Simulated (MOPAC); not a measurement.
MOPAC input (PM3):

```
PM3 1SCF CHARGE=1 GEO-OK AUX(PRECISION=9) THREADS=1
CHOS

O    -0.05310982 1    0.04475927 1   -1.62689354 1
C     0.01301331 1   -0.00671820 1   -0.39864864 1
S    -0.01737407 1    0.00595007 1    1.09879365 1
H     0.62478378 1   -0.41296608 1   -2.17365816 1
```

From the last part of the output:

```
                                                       MOPAC v23.2.5 Linux

          FINAL HEAT OF FORMATION =        196.45560 KCAL/MOL =     821.97022 KJ/MOL

          COSMO AREA              =         84.90 SQUARE ANGSTROMS
          COSMO VOLUME            =         67.26 CUBIC ANGSTROMS

          IONIZATION POTENTIAL    =         17.267101 EV
          HOMO LUMO ENERGIES (EV) =        -17.267 -7.848
          NO. OF FILLED LEVELS    =          8
          MOLECULAR WEIGHT        =         61.0783         POINT GROUP:  Cs

          MOLECULAR DIMENSIONS (Angstroms)

            Atom       Atom       Distance
            H     4    S     3     3.36107
            S     3    O     1     0.67169
            C     2    H     4     0.00000

          SCF CALCULATIONS        =          1

   ATOM   CHEMICAL          X               Y               Z
  NUMBER   SYMBOL      (ANGSTROMS)     (ANGSTROMS)     (ANGSTROMS)

     1       O         -0.05310982  *   0.04475927  *  -1.62689354  *
     2       C          0.01301331  *  -0.00671820  *  -0.39864864  *
     3       S         -0.01737407  *   0.00595007  *   1.09879365  *
     4       H          0.62478378  *  -0.41296608  *  -2.17365816  *

                             CARTESIAN COORDINATES

   1    O       -0.053109820     0.044759270    -1.626893540
   2    C        0.013013310    -0.006718200    -0.398648640
   3    S       -0.017374070     0.005950070     1.098793650
   4    H        0.624783780    -0.412966080    -2.173658160

           Empirical Formula: C H O S  =     4 atoms

      MOLECULAR POINT GROUP   :   Cs

                  EIGENVALUES
 -47.27135 -36.49124 -28.50009 -24.28673 -23.16999 -20.75560 -18.01612 -17.26710
  -7.84752  -7.25742  -7.20002  -3.82865  -1.56417

              NET ATOMIC CHARGES AND DIPOLE CONTRIBUTIONS

  ATOM NO.   TYPE          CHARGE      No. of ELECS.   s-Pop       p-Pop
    1          O          -0.036619        6.0366     1.72277     4.31385
    2          C           0.056396        3.9436     1.28118     2.66242
    3          S           0.651677        5.3483     1.93018     3.41814
    4          H           0.328547        0.6715     0.67145
 DIPOLE           X         Y         Z       TOTAL
 POINT-CHG.     0.993    -0.675     0.013     1.201
 HYBRID         0.427    -0.281    -1.819     1.889
 SUM            1.420    -0.956    -1.806     2.488

          ATOMIC ORBITAL ELECTRON POPULATIONS

     Atom    s        px        py        pz
    1  O   1.72277   1.52939   1.64354   1.14092
    2  C   1.28118   0.86268   0.84476   0.95498
    3  S   1.93018   1.29570   1.36765   0.75479
    4  H   0.67145

 **********************
 *                    *
 * JOB ENDED NORMALLY *
 *                    *
 **********************

 == MOPAC DONE ==
```

The dipole moment of an ion depends on the origin.
